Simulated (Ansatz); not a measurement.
# CHSi2 (quartet): the correlation ladder, cc-pVTZ

One table from this session's results is given with a row withheld; the runs are named, their logs left out.

The runs use Ansatz 0.2.0, Gaussian basis; cc-pVTZ, core rule «outside noble gas», up to 11 orbitals frozen.

The runs, in order: UHF; CCSD(T) on ROHF; CCSD(T) on UHF; BCCD(T) on ROHF; CCSDT(Q) on ROHF; CCSDT(Q) on UHF.

5 further runs of the same task are left out: 5 set aside as unsound or not needed.

### What is computed

The geometry is a PBE0/def2-TZVP stationary point (not a proven minimum) of the parent state, kept for this charge and spin.

4 atoms, charge 0, spin multiplicity 4.

Atoms are counted from 1 here; the program's logs count them from 0.

Bond lengths: C1–Si2 1.725 Å, C1–Si3 1.746 Å, Si2–Si3 2.432 Å, Si2–H4 1.504 Å. Angles: Si2–C1–Si3 89.0°, C1–Si2–Si3 45.9°, C1–Si2–H4 124.2°, Si3–Si2–H4 170.0°, C1–Si3–Si2 45.2°.

Set-up of the first run:

File in.yaml:

```yaml
crystal:
  periodic: [false, false, false]
  atoms:
    - {symbol: C, position_ang: [0.000000, -1.019685, -0.022090]}
    - {symbol: Si, position_ang: [0.000000, 0.224506, 1.173019]}
    - {symbol: Si, position_ang: [0.000000, 0.212592, -1.258864]}
    - {symbol: H, position_ang: [0.000000, -0.028750, 2.655246]}
basis:
  gaussian: {orbitals: cc-pVTZ}
magnetization: {spin_polarized: true, initial_magnetization: 3}
hamiltonian: {xc: hf}
output: {orbitals: {seedname: orbitals}}
```

The run is started by

```bash
> ansatz run in.yaml --threads 1 --pin off --events-out ev --progress --plain --max-ram 4096MiB --backend cpu
```

Among the steps run: UHF; CCSD(T) on ROHF; CCSD(T) on UHF; BCCD(T) on ROHF; CCSDT(Q) on ROHF; CCSDT(Q) on UHF.

One of the session's tables, all rows but one given; the rest of the session is left out.

```
   method  from RCCSDT(Q) (kJ/mol)
      UHF                   +987.7
     RMP2                   +137.0
     UMP2                   +195.1
    RCCSD                    +83.0
    UCCSD                    +77.8
 RCCSD(T)                    +11.9
 UCCSD(T)                        ?
  BCCD(T)                    +11.3
   RCCSDT                     +8.3
   UCCSDT                     +6.6
RCCSDT(Q)                        0
UCCSDT(Q)                     -1.0
```

Q: Estimate the row for UCCSD(T) from the others.

**Answer.** from RCCSDT(Q) (kJ/mol): +12.9. In the column «from RCCSDT(Q) (kJ/mol)» it lies between RCCSD(T) (+11.9) and UCCSD (+77.8).

Left out of the table: ROHF (another determinant or state than the rows shown).

Limits of these values: Warnings: spin contamination; coupled cluster took another determinant than the lowest; large T1 diagnostic. Restricted and unrestricted rows rest on different reference determinants; where their highest levels disagree by more than a few hundredths of an eV, they describe different states and don't form one ladder.
